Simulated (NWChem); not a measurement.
N₂ cation, doublet

Results from NWChem. Spin-unrestricted. All runs use the structure optimised with B3LYP/6-31G* (spherical d), spin-unrestricted. No stability test was run on the SCF state. Level: M06-2X/def2-SVP with COSMO at NWChem's default radii, gas-phase geometry; rows give the dielectric constant. Reactions with the solvent are ignored.

For dielectric constant 25.0:

| Quantity | Value |
|---|---|
| electrostatic solvation energy (kcal/mol) | -77.4 |

### Question
What are these values for dielectric constant 2.4?

### Answer
The electrostatic solvation energy (kcal/mol) comes out as -47.0.
